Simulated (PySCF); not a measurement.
## Highest orbital energy against ionisation energy along the second row

Calculated with PySCF 2.14, no spin-orbit coupling. Each cell gives −ε(HOMO) / ΔSCF in eV; NIST values include spin-orbit coupling, (s) semi-empirical, (t) theoretical.

| species | UHF | LDA | PBE | PBE0 | r2SCAN | NIST (lowest levels) |
| --- | --- | --- | --- | --- | --- | --- |
| Li (def2-TZVPPD, non-relativistic) | 5.343 / 5.342 | 3.162 / 5.471 | 3.220 / 5.586 | 3.827 / 5.569 | 3.251 / 5.387 | 5.392 |
| Be (def2-TZVPPD, non-relativistic) | 8.414 / 8.042 | 5.595 / 9.020 | 5.605 / 8.995 | 6.490 / 8.970 | 5.746 / 8.788 | 9.323 |
| B (def2-TZVPPD, non-relativistic) | 8.674 / 8.042 | 4.097 / 8.638 | 4.153 / 8.670 | 5.366 / 8.646 | 4.575 / 8.766 | 8.298 |
| C (def2-TZVPPD, non-relativistic) | 11.945 / 10.802 | 6.097 / 11.682 | 6.056 / 11.533 | 7.630 / 11.511 | 6.553 / 11.667 | 11.260 |
| N (def2-TZVPPD, non-relativistic) | 15.530 / 13.898 | 8.354 / 14.995 | 8.234 / 14.717 | 10.176 / 14.696 | 8.860 / 14.800 | 14.534 |
| O (def2-TZVPPD, non-relativistic) | 14.181 / 12.025 | 7.432 / 13.983 | 7.580 / 14.049 | 9.466 / 13.839 | 7.896 / 13.698 | 13.618 |
| F (def2-TZVPPD, non-relativistic) | 18.496 / 15.660 | 10.357 / 17.947 | 10.294 / 17.650 | 12.558 / 17.443 | 10.779 / 17.536 | 17.423 |
| Ne (def2-TZVPPD, non-relativistic) | 23.150 / 19.677 | 13.555 / 22.186 | 13.343 / 21.662 | 15.997 / 21.455 | 13.984 / 21.490 | 21.565 |

Q: How far is −ε(HOMO) from ΔSCF on average for each method, and why?

A: UHF 1.53 eV; LDA -5.66 eV; PBE -5.55 eV; PBE0 -3.83 eV; r2SCAN -5.06 eV. Hartree-Fock orbital energies lack relaxation and so exceed the ΔSCF value; semilocal functionals have convex E(N) from self-interaction, so their HOMO lies far too high; exact exchange moves hybrids part of the way back.
